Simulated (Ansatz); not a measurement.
Species: dichloromethane, CH$_{2}$Cl$_{2}$, net charge 0, singlet state. 
Structure (B3LYP-D3(BJ)/def2-TZVP (Ansatz, an electronic-structure program) minimum search):
```xyz
5

C      0.0039     0.0052     0.7673
Cl    -0.0175     1.4825    -0.2263
Cl     0.0153    -1.4855    -0.2061
H     -0.8904    -0.0005     1.3784
H      0.9045     0.0193     1.3690
```

Basis-set convergence of Hartree-Fock and CCSD correlation energies (hartree) with Ansatz. Correlated levels leave the core frozen unless marked. Spin-orbit coupling is left out. Non-relativistic.

```csv
basis,functions,E(HF),"E(corr, CCSD)"
aug-cc-pV(D+d)Z,105,-958.04347,-0.48848
aug-cc-pV(T+d)Z,202,?,?
```

Q: Fill in the missing entries.

A: 
- aug-cc-pV(T+d)Z, E(HF): -958.08107
- aug-cc-pV(T+d)Z, E(corr, CCSD): -0.60601
